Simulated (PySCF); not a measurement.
## Ionisation energy of Ne by level of theory

Ne [Ne] (1S) → Ne⁺ [He] 2s2 2p5 (2P), as a difference of total energies. All numbers are calculated (PySCF 2.14, the spin-free X2C one-electron Hamiltonian (Gaussian nucleus), in ANO-RCC-VTZP (4s3p2d1f, 30 functions)). Correlated levels: valence and next inner shell: nothing frozen. The calculations carry no spin-orbit coupling.

| method | ionisation energy (eV) |
| --- | --- |
| UHF | 19.656 |
| MP2 (valence and next inner shell) | 21.603 |
| SCS-MP2 (valence and next inner shell) | 21.447 |
| CCSD (valence and next inner shell) | 21.332 |
| CCSD(T) (valence and next inner shell) | 21.391 |
| CCSDT (valence and next inner shell) | 21.387 |

How much does correlation contribute at CCSD(T) (valence and next inner shell)?

21.391 − (19.656) = 1.735 eV, measured against UHF.

Errors of the correlated levels include the incompleteness of this basis.

For comparison: 21.597 eV (measured; NIST levels, between the centres of gravity of the two terms).
